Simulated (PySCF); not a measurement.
Predicted microwave data (PBE0-D3(BJ)/def2-TZVP geometry optimisation, gas phase (PySCF 2.14.0)) for one isomer of C2H3F3:

- Rotational constants: A = 9158, B = 3651, C = 2819 MHz
- Dipole components: |μa| = 0.25 D, |μb| = 1.44 D, |μc| = 0.31 D
- Inertial defect: -14.29 u·Å²
- κ: -0.74

Question: Which structure is it? (One computed conformer of each.)
A. `CC(F)(F)F`
B. `[F:1][CH2:2][CH:3]([F:4])[F:5]` with F1–C2–C3–F4 174°

Answer: B. It is FCC(F)F, an asymmetric top, point group C1. The candidates at the same level (rigid rotor, commonest isotopes):

```json
{"SMILES": "CC(F)(F)F", "A (MHz)": "5518", "B (MHz)": "5213", "C (MHz)": "5212", "μa (D)": "2.28", "μb (D)": "0.00", "μc (D)": "0.00", "Δ (u·Å²)": "-91.57", "point group": "C3v", "rotor": "prolate symmetric top"}
{"SMILES": "FCC(F)F", "A (MHz)": "9158", "B (MHz)": "3651", "C (MHz)": "2819", "μa (D)": "0.25", "μb (D)": "1.44", "μc (D)": "0.31", "Δ (u·Å²)": "-14.29", "point group": "C1", "rotor": "asymmetric top"}
```

`CC(F)(F)F` has C 85 % too high. No structure here is proved a minimum.
